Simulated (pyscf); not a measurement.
Single points on ωB97X-D3(BJ)/def2-SVP structures (PySCF, gas phase). Correlated levels are frozen-core, on RHF or UHF. ΔMP2 is the change of the MP2 total energy from the triple- to the quadruple-zeta basis.

Estimate by transition-state theory (the high-pressure limit) the rate constant of H₂N–AlH₂ + H₂C=CH₂ → H₃C–CH₂–AlH–NH₂ (singlet surface; Al–H broken, Al–C, C–H formed) at 1200 K, with CCSD(T)/def2-TZVPP + ΔMP2(QZVPP) energies (ideal gas, 1 atm, RRHO with modes under 100 cm⁻¹ raised to 100, one conformer, R ln 2 for rigid chiral ones; no tunnelling).

The electronic barrier is 11.2 kcal/mol and the thermal terms add +42.5, so ΔG‡ = 53.7 kcal/mol. With k_BT/h = 2.50e+13 s⁻¹ and RT = 2.385 kcal/mol, and a volume of 1.64e-19 cm³ per molecule at 1 atm, k = 6.9e-16 cm³ molecule⁻¹ s⁻¹. The product is born with the 42 kcal/mol of the reverse barrier and needs collisions to keep. Wigner's tunnelling factor for 784i cm⁻¹ would be 1.04. A shift of 1 kcal/mol in the barrier changes k by a factor 1.5. On the reactant side the descent ends in a bound adduct, 9.1 kcal/mol under the separated species and 16.3 kcal/mol under the saddle at ωB97X-D3(BJ)/def2-TZVP. At the saddle there is also a short Al–C contact that neither side keeps. At ωB97X-D3(BJ) the barrier from the zero used here is 7.2 kcal/mol. H₃C–CH₂–AlH–NH₂ lies 14.9 kcal/mol over its isomer H₃C–Al(CH₃)–NH₂, and others may lie lower still (electronic energy, ωB97M-D3(BJ)). One saddle was located; it need not be the lowest between these sides. The CCSD(T) − MP2 part came from Ansatz, without density fitting, on the same reference.
